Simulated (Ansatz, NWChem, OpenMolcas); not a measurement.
# Worked example: SiH(SH) → SiS + H2

Species: SiH(SH), singlet; SiS, singlet; H2 (hydrogen), singlet. 

Shapes, held fixed at every level: PBE0-D4/def2-TZVP; SiS at the measured bond length. Flexible molecules stand in one conformer, not always the lowest. Programs: Ansatz 0.2.0, NWChem 7.3.0, OpenMolcas 26.06. A level may come from different programs for different species; with the same settings they agree closely. Electronic energies: no zero-point or thermal term.

At B3LYP/6-31G* (Cartesian functions); 1 Eh = 2625.50 kJ/mol:

| species | energy (Eh) |
| --- | --- |
| SiH(SH) | -688.864994 |
| SiS | -687.694792 |
| H2 | -1.175475 |

Work out ΔE of the reaction at this level.


1. Products less reactants: (-687.694792) + (-1.175475) − [(-688.864994)] = -0.005273 Eh = -13.8 kJ/mol.

Other levels give -22.3 (HF/3-21G) to +92.8 kJ/mol (HF/STO-3G). No measured value is set beside it here. The median of the other levels is +8.0 kJ/mol.
